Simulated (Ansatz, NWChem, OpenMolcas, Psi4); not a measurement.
**A small benchmark: atomisation enthalpy at 298 K**

8 molecules with nitrogen; the atomisation enthalpy at 298 K in kJ/mol, computed less measured. Shapes, held fixed at every level: PBE0-D4/def2-TZVP. Flexible molecules stand in one conformer, not always the lowest. Thermal terms are harmonic and unscaled (PBE0-D4/def2-TZVP); the spin-orbit lowering of the free atoms is taken from their spectra. Programs: Ansatz 0.2.0, NWChem 7.3.0, OpenMolcas 26.06, Psi4 1.11. A level may come from different programs for different species; with the same settings they agree closely. Measured values: Active Thermochemical Tables, NIST-JANAF tables.

Levels: A = HF/cc-pVTZ; B = BLYP/cc-pVTZ; C = M06-L/cc-pVTZ.

| molecule | from tabulated heats | A | B | C |
| --- | --- | --- | --- | --- |
| HCN (SMILES C#N) | 1278 | -480 | +27 | -7 |
| N2O (nitrous oxide) | 1112 | -769 | +108 | +38 |
| C2N2 (bisisocyanide) | 1766 | -838 | +85 | +45 |
| HOCN (cyanic acid) | 1671 | -699 | +40 | +1 |
| NF3 (nitrogen trifluoride) | 843 | -701 | +94 | +4 |
| NO2F (nitryl fluoride) | 1159 | -915 | +136 | +42 |
| CH3N (methanimine) | 1755 | -589 | +18 | -16 |
| N2H4 (SMILES NN) | 1721 | -723 | +23 | -51 |

Problem. Which level does best on this set, which worst, and which err to one side?

Solution. 
```
        level          kind  mean error  mean absolute error  worst case
   HF/cc-pVTZ  Hartree–Fock      -714.2                714.2        NO2F
 BLYP/cc-pVTZ           GGA       +66.4                 66.4        NO2F
M06-L/cc-pVTZ      meta-GGA        +7.0                 25.5        N2H4
```

On this set M06-L/cc-pVTZ has the smallest mean absolute error and HF/cc-pVTZ the largest. HF/cc-pVTZ is too low in 8 of 8; BLYP/cc-pVTZ is too high in 8 of 8. The heats of NF3, NO2F come from older tables and can be uncertain by 10 kJ/mol or more. Hartree–Fock lacks correlation and underbinds. The set is small.
